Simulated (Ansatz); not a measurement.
**COSi: single points off equilibrium**

An exercise on one series of results from a longer session: the logs are not shown, and one member is left open.

The runs use Ansatz 0.2.0, Gaussian basis; single points in def2-TZVPP.

Cores are frozen in the correlated methods.

## The system as given

3 atoms, charge 0, spin multiplicity 1.

Atoms are counted from 1 here; the program's logs count them from 0.

Bond lengths: C1–Si2 1.947 Å, C1–O3 1.335 Å, Si2–O3 1.795 Å. Angles: Si2–C1–O3 63.1°, C1–Si2–O3 41.5°, C1–O3–Si2 75.3°.

As a file:

```
atom     x (Å)     y (Å)     z (Å)
  C1   0.53000  -0.74090   0.23970
 Si2   0.09870   1.15590   0.14950
  O3  -0.63230  -0.41250  -0.32860
```

Set-up of the first run:

Contents of run/in.yaml:

```yaml
crystal:
  periodic: [false, false, false]
  atoms:
    - {symbol: C, position_ang: [0.530000, -0.740900, 0.239700]}
    - {symbol: Si, position_ang: [0.098700, 1.155900, 0.149500]}
    - {symbol: O, position_ang: [-0.632300, -0.412500, -0.328600]}
basis:
  gaussian: {orbitals: def2-TZVPP}
correlation: {method: ccsd_t}
output: {forces: true}
```

The command line of these runs was not kept.

Steps of the session up to this table: CCSD(T)/def2-TZVPP; PBE0-D4/def2-TZVPP; wB97M-V/def2-TZVPP; r2SCAN-D4/def2-TZVPP; PBE-D4/def2-TZVPP; B97M-V/def2-TZVPP; LC-wPBE/def2-TZVPP.

One of the session's tables, all rows but one given; the rest of the session is left out.

| method | RMS force component (eV/Å) | angle to CCSD(T) forces (°) | dipole (D) |
| --- | --- | --- | --- |
| CCSD(T) | 0.642 | reference | 2.16 |
| PBE0-D4 | 1.036 | 9.2 | 2.30 |
| wB97M-V | 0.989 | 13.1 | 2.58 |
| r2SCAN-D4 | 0.818 | 5.1 | 2.11 |
| PBE-D4 | 0.553 | 14.4 | 2.09 |
| B97M-V | ? | ? | ? |
| LC-wPBE | 1.201 | 21.6 | 2.57 |

Q: Estimate the row for B97M-V from the others.

As computed: RMS force component (eV/Å): 0.966; angle to CCSD(T) forces (°): 6.4; dipole (D): 2.09. In the column «RMS force component (eV/Å)» it lies between r2SCAN-D4 (0.818) and wB97M-V (0.989).
